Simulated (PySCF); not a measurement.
This PySCF input asks for the NMR shieldings of `COC(C)=C=O`, C$_{4}$H$_{6}$O$_{2}$; the geometry comes from GFN2-xTB, dihedral held.

```python
import basis_set_exchange as bse
import numpy as np
from pyscf import gto, dft
from pyscf.prop import nmr

atoms = """
C     1.462316   -1.207907    0.371674
O     0.365626   -0.850282   -0.431709
C    -0.387610    0.218906    0.037286
C    -1.847041    0.173875   -0.337655
C     0.080702    1.215163    0.733220
O     0.415944    2.116787    1.405481
H     1.894100   -2.095565   -0.087097
H     2.214811   -0.411012    0.401427
H     1.149406   -1.436615    1.396251
H    -1.941482    0.115181   -1.420544
H    -2.359604    1.061033    0.021965
H    -2.306916   -0.712661    0.096367
"""
names = dict.fromkeys(["C", "O", "H"], "pcSseg-1")
basis = {el: gto.basis.parse(bse.get_basis(n, elements=[el], fmt="nwchem")) for el, n in names.items()}
mol = gto.M(atom=atoms, basis=basis, charge=0, verbose=0)
mf = dft.RKS(mol, xc="PBE0")
mf.grids.level = 2
mf.grids.alignment = dft.numint.BLKSIZE   # the property module wants whole blocks of grid points
mf.conv_tol = 1e-9
mf.kernel()

calc = nmr.RKS(mf)   # GIAO
C = mf.mo_coeff
Co = C[:, mf.mo_occ > 0]
resp = mf.gen_response(singlet=True, hermi=2)
def vind(x):   # induced exchange potential for any number of trial vectors
    d = np.einsum("pi,xij,qj->xpq", C, 2 * x.reshape(-1, C.shape[1], Co.shape[1]), Co, optimize=True)
    return np.einsum("xpq,pi,qj->xij", resp(d - d.transpose(0, 2, 1)), C, Co, optimize=True).ravel()
mo1, _ = nmr.rhf.solve_mo1(calc, with_cphf=vind)
sigma = calc.kernel(mo1)
for i, s in enumerate(sigma):   # ppm
    print("%2d %-2s %9.2f" % (i, mol.atom_pure_symbol(i), np.trace(s) / 3))
```

Question: What are the results?

Answer: 
```
 0 C     127.15
 1 O     345.41
 2 C      94.90
 3 C     170.42
 4 C     -68.00
 5 O    -222.12
 6 H      27.69
 7 H      28.59
 8 H      28.41
 9 H      29.22
10 H      30.19
11 H      29.28
```

These numbers come from an equivalent density-fitted implementation of the same equations, which agrees with the script to about 0.01 ppm for H and up to a few tenths of a ppm for heavy atoms, so last digits may differ.

The geometry is no minimum: GFN2-xTB, dihedral held.

Size and cost of the density-fitted run: 132 basis functions, 9.2 s wall time on 1 thread of an Arm Neoverse V2, shared host.
